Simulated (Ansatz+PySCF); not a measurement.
A calculation with Ansatz (development build ahead of 0.2.0).

```yaml
crystal:
  periodic: [false, false, false]
  atoms:
    - { symbol: P, position_ang: [0.0, 0.0, 0.0] }
    - { symbol: S, position_ang: [0.7311, 0.9748, 2.1105] }
basis:
  gaussian: { orbitals: STO-3G }
total_charge: 1
hamiltonian:
  xc: hf
correlation:
  method: fci
  frozen_orbitals: { P: 5, S: 5 }
```

The input is written out in the form of the current development build from the run's settings.

The run gave:

- Converged: yes
- Total energy: -729.92467 hartree
- State: lowest singlet root, of any spatial symmetry
